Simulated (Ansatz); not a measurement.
**Si(NCS)H3 (CH₃NSSi): one molecule under many settings**

How do the results and run time of Si(NCS)H3 (CH₃NSSi) respond when the settings are drawn wide?

Method: the settings change from run to run; program: Ansatz 0.2.0, Gaussian basis.

## 1. The relaxed structure

An earlier PBE-D4/def2-SVP relaxation fixed the geometry.

7 atoms, charge 0, spin multiplicity 1.

Atoms are counted from 1 here; the program's logs count them from 0.

Bond lengths: Si1–N2 1.734 Å, Si1–H5 1.501 Å, Si1–H6 1.501 Å, Si1–H7 1.501 Å, N2–C3 1.208 Å, C3–S4 1.584 Å. Angles: N2–Si1–H5 108.8°, N2–Si1–H6 108.9°, N2–Si1–H7 108.8°, H5–Si1–H6 110.1°, H5–Si1–H7 110.1°, H6–Si1–H7 110.1°, Si1–N2–C3 179.5°, N2–C3–S4 180.0°.

## 2. B97M-V/6-31G

This run has charge -1, multiplicity 2, atoms shaken by 0.08 Å, high accuracy, the search for lower states set to off.

Input file in.yaml:

```yaml
crystal:
  periodic: [false, false, false]
  atoms:
    - {symbol: Si, position_ang: [0.012093, 0.006052, -1.185949]}
    - {symbol: N, position_ang: [0.041492, 0.036235, 0.552522]}
    - {symbol: C, position_ang: [-0.011990, 0.012543, 1.837226]}
    - {symbol: S, position_ang: [-0.018004, -0.129029, 3.247527]}
    - {symbol: H, position_ang: [1.254234, 0.118319, -1.583880]}
    - {symbol: H, position_ang: [-0.676229, 1.123545, -1.542649]}
    - {symbol: H, position_ang: [-0.673175, -1.143699, -1.604484]}
basis:
  gaussian: {orbitals: 6-31G}
total_charge: -1
magnetization: {spin_polarized: true, initial_magnetization: 1}
hamiltonian: {xc: {name: B97M-V}}
accuracy: high
scf: {lower_state_search: off}
```

Run with:

```console
$ ansatz run in.yaml --threads 4 --pin off --events-out ev --progress --plain --max-ram 3916MiB
```

What it wrote, cut to the lines that bear on the results:

```text
Functional definition: B97M-V
  name "B97M-V"
  cite "Mardirossian & Head-Gordon, J. Chem. Phys. 142, 074111 (2015) doi:10.1063/1.4907719"
  cite "Becke, J. Chem. Phys. 107, 8554 (1997) doi:10.1063/1.475007"
  cite "Vydrov & Van Voorhis, J. Chem. Phys. 133, 244103 (2010) doi:10.1063/1.3521275"
  # Of w^i u^j: cxij and so on, Table III.
[...]
  gx(w, u) = cx00 + cx01*u + cx02*u^2 + (cx10 + cx11*u)*w
  gss(w, u) = css00 + css02*u^2 + css10*w + (css32*w^3 + css42*w^4)*u^2
  gos(w, u) = cos00 + cos01*u + cos03*u^3 + cos10*w + cos32*w^3*u^2
[...]
      + integral(e_c_pw_mod_opposite_spin*gos(b97_w_opposite, b97_u_opposite)) + vv10(b, c)
[...]
1182 factors; integrals over basis functions are off by at most 3.8e-9 eV
[...]
mean field -21276.68555971 eV, -781.9037724639 hartree, gradient 6.1e-8 eV, S^2 0.752987; 0 other end points of the search recorded, 0 dependent functions left out
reference -21276.68556541 eV, -781.9037726734 hartree; 24, 23 occupied and 26, 27 virtual orbitals, 1182 factors
Total energy: -21276.68556541 eV, -781.9037726734 hartree
Checks for a lower state left out: stability, starts, cluster_reference, orbital_swaps, neighbouring_geometries, increment
```

Wall time 22 s (4 threads of Intel Xeon at 2.50GHz, shared host).

⟨S²⟩ 0.753.

## 3. r2SCAN50/def2-mTZVP

Set apart from the defaults: charge +1, multiplicity 2.

Input file in.yaml:

```yaml
crystal:
  periodic: [false, false, false]
  atoms:
    - {symbol: Si, position_ang: [-0.002069, -0.002256, -1.106672]}
    - {symbol: N, position_ang: [-0.002016, 0.008905, 0.627117]}
    - {symbol: C, position_ang: [0.002356, 0.006323, 1.835354]}
    - {symbol: S, position_ang: [0.007816, 0.003540, 3.419120]}
    - {symbol: H, position_ang: [1.418297, -0.003825, -1.591478]}
    - {symbol: H, position_ang: [-0.713512, 1.223590, -1.600052]}
    - {symbol: H, position_ang: [-0.710882, -1.236287, -1.583389]}
basis:
  gaussian: {orbitals: def2-mTZVP}
total_charge: 1
magnetization: {spin_polarized: true, initial_magnetization: 1}
hamiltonian: {xc: {name: r2SCAN50}}
scf: {omitted_lower_state_checks: [starts]}
output: {forces: true}
```

The command is unchanged.

What it wrote, cut to the lines that bear on the results:

```text
Functional definition: r2SCAN50
  name "r2SCAN50"
  cite "Bursch, Neugebauer, Ehlert & Grimme, J. Chem. Phys. 156, 134105 (2022) doi:10.1063/5.0086040"
  cite "Furness, Kaplan, Ning, Perdew & Sun, J. Phys. Chem. Lett. 11, 8208 (2020) doi:10.1021/acs.jpclett.0c02405"
  cite "Furness, Kaplan, Ning, Perdew & Sun, J. Phys. Chem. Lett. 11, 9248 (2020) doi:10.1021/acs.jpclett.0c03077"
  parent r2scan
[...]
814 factors; integrals over basis functions are off by at most 1.1e-3 eV
[...]
mean field -21276.16599242 eV, -781.8846787182 hartree, gradient 2.3e-10 eV, S^2 0.825511; 0 other end points of the search recorded, 0 dependent functions left out
[...]
reference -21276.16600078 eV, -781.8846790254 hartree; 23, 22 occupied and 68, 69 virtual orbitals, 814 factors
Total energy: -21276.16600078 eV, -781.8846790254 hartree
Atom 0 at    -0.002069    -0.002256    -1.106672 Å, force    -0.101374     0.248053    -3.018226 eV/Å
Atom 1 at    -0.002016     0.008905     0.627117 Å, force     0.057527    -0.116010     5.513336 eV/Å
Atom 2 at     0.002356     0.006323     1.835354 Å, force    -0.014804     0.008848    -4.555049 eV/Å
Atom 3 at     0.007816     0.003540     3.419120 Å, force    -0.000853     0.003059     0.187737 eV/Å
Atom 4 at     1.418297    -0.003825    -1.591478 Å, force    -0.510532    -0.034752     0.643295 eV/Å
Atom 5 at    -0.713512     1.223590    -1.600052 Å, force     0.297417    -0.522803     0.573333 eV/Å
Atom 6 at    -0.710882    -1.236287    -1.583389 Å, force     0.272619     0.413605     0.655574 eV/Å
Dipole moment:     0.008793    -0.020766     0.253545 e Å
Checks for a lower state left out: starts
```

Run time: 2.9 min. Hardware: 4 threads of Intel Xeon at 2.50GHz, shared host.

Largest force 5.515 eV/Å, ⟨S²⟩ 0.826.

## 4. SPW92/6-31G

This run has atoms shaken by 0.15 Å, the search for lower states set to off.

Input file in.yaml:

```yaml
crystal:
  periodic: [false, false, false]
  atoms:
    - {symbol: Si, position_ang: [0.137070, 0.101439, -0.991267]}
    - {symbol: N, position_ang: [0.218609, -0.214970, 0.243517]}
    - {symbol: C, position_ang: [-0.094042, -0.089444, 1.695418]}
    - {symbol: S, position_ang: [-0.387066, -0.052215, 3.302773]}
    - {symbol: H, position_ang: [1.466358, -0.164035, -1.783668]}
    - {symbol: H, position_ang: [-0.564711, 1.221143, -1.370398]}
    - {symbol: H, position_ang: [-0.759042, -1.308020, -1.978577]}
basis:
  gaussian: {orbitals: 6-31G}
hamiltonian: {xc: {name: SPW92}}
scf: {lower_state_search: off}
```

The command is unchanged.

What it wrote, cut to the lines that bear on the results:

```text
Functional definition: SPW92
  name "SPW92"
  cite "Dirac, Proc. Camb. Phil. Soc. 26, 376 (1930) doi:10.1017/S0305004100016108"
  cite "Slater, Phys. Rev. 81, 385 (1951) doi:10.1103/PhysRev.81.385"
  cite "Perdew & Wang, Phys. Rev. B 45, 13244 (1992) doi:10.1103/PhysRevB.45.13244"
[...]
640 factors; integrals over basis functions are off by at most 1.8e-4 eV
[...]
mean field -21184.61516480 eV, -778.5202478584 hartree, gradient 2.3e-6 eV, S^2 0.000000; 0 other end points of the search recorded, 0 dependent functions left out
reference -21184.61519980 eV, -778.5202491446 hartree; 23, 23 occupied and 27, 27 virtual orbitals, 640 factors
Total energy: -21184.61519980 eV, -778.5202491446 hartree
Checks for a lower state left out: stability, starts, cluster_reference, orbital_swaps, neighbouring_geometries, increment
```

It took 2.1 s on 4 threads of Intel Xeon at 2.50GHz, shared host.

## 5. RPA/def2-TZVP

Set apart from the defaults: correlated electrons set to outside_noble_gas.

Input file in.yaml:

```yaml
crystal:
  periodic: [false, false, false]
  atoms:
    - {symbol: Si, position_ang: [-0.002069, -0.002256, -1.106672]}
    - {symbol: N, position_ang: [-0.002016, 0.008905, 0.627117]}
    - {symbol: C, position_ang: [0.002356, 0.006323, 1.835354]}
    - {symbol: S, position_ang: [0.007816, 0.003540, 3.419120]}
    - {symbol: H, position_ang: [1.418297, -0.003825, -1.591478]}
    - {symbol: H, position_ang: [-0.713512, 1.223590, -1.600052]}
    - {symbol: H, position_ang: [-0.710882, -1.236287, -1.583389]}
basis:
  gaussian: {orbitals: def2-TZVP}
hamiltonian: {xc: {name: HSE06}}
correlation: {method: rpa, electrons: outside_noble_gas}
scf: {omitted_lower_state_checks: [starts]}
```

Same command.

What it wrote, cut to the lines that bear on the results:

```text
Functional definition: HSE06
  name "HSE06"
  cite "Heyd, Scuseria & Ernzerhof, J. Chem. Phys. 118, 8207 (2003) doi:10.1063/1.1564060"
  cite "Krukau, Vydrov, Izmaylov & Scuseria, J. Chem. Phys. 125, 224106 (2006) doi:10.1063/1.2404663"
  cite "Heyd & Scuseria, J. Chem. Phys. 120, 7274 (2004) doi:10.1063/1.1668634"
  cite "Ernzerhof & Perdew, J. Chem. Phys. 109, 3313 (1998) doi:10.1063/1.476928"
  cite "Perdew, Burke & Ernzerhof, Phys. Rev. Lett. 77, 3865 (1996) doi:10.1103/PhysRevLett.77.3865"
  parent pbe
[...]
  # The whole range is PBE's own exchange, as in plane waves. The composition of these papers is wPBEh.
[...]
986 factors; integrals over basis functions are off by at most 1.1e-3 eV
69 factors; integrals over basis functions are off by at most 1.3e-5 eV
[...]
mean field -21280.16858917 eV, -782.0317714358 hartree, gradient 4.0e-6 eV, S^2 0.000000; 0 other end points of the search recorded, 0 dependent functions left out
12 core orbitals not correlated: weight in the atoms' cores, before any rotation towards them, 1.000 or more for the frozen orbitals, at most 0.000 for the correlated occupied ones
reference -21240.69758237 eV, -780.5812386903 hartree; 11, 11 occupied and 131, 131 virtual orbitals, 986 factors
Total energy: -21266.77073417 eV, -781.5394093456 hartree
Checks for a lower state left out: starts
```

It took 16 s on 4 threads of Intel Xeon at 2.50GHz, shared host.

## 6. The runs in one table

| level | charge | multiplicity | geometry | functions | energy (eV) | time |
| --- | --- | --- | --- | --- | --- | --- |
| B97M-V/6-31G | -1 | 2 | shaken | 50 | -21276.686 | 22 s |
| r2SCAN50/def2-mTZVP | 1 | 2 | relaxed | 91 | -21276.166 | 2.9 min |
| SPW92/6-31G | 0 | 1 | shaken | 50 | -21184.615 | 2.1 s |
| RPA/def2-TZVP | 0 | 1 | relaxed | 154 | -21266.771 | 16 s |

## 7. Outcome

| quantity | value |
| --- | --- |
| runs | 4 |
| quickest | SPW92/6-31G, 2.1 s |
| slowest | r2SCAN50/def2-mTZVP, 2.9 min |

What this shows: The runs differ in state or geometry as well as level, so their energies can't be set against each other. r2SCAN50/def2-mTZVP took 82 times as long as SPW92/6-31G. The jobs differ in tasks and options as well as level.
